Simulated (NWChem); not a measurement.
Ionisation of difluoromethane (CH2F2)

```xyz
5

F      1.0958     0.0000     0.2872
C      0.0000     0.0000    -0.4910
F     -1.0958     0.0000     0.2872
H      0.0000    -0.9137    -1.1116
H      0.0000     0.9137    -1.1116
```
Charge 0, spin multiplicity 1.

Everything below was run with NWChem. Structure: optimised with PBE0/def2-SVP, a minimum by its harmonic frequencies.

Basis set: def2-TZVP. −ε marks an orbital energy of the parent.

Q: For the first vertical ionisation energy, G0W0@BHandHLYP gives 13.26 eV and −ε(HOMO) of M06-2X gives 11.58 eV. What do −ε(HOMO) of HF, evGW0@PBE0, −ε(HOMO) of PBE0 give?

A: −ε(HOMO) of HF: 14.39 eV; evGW0@PBE0: 13.14 eV; −ε(HOMO) of PBE0: 9.79 eV.
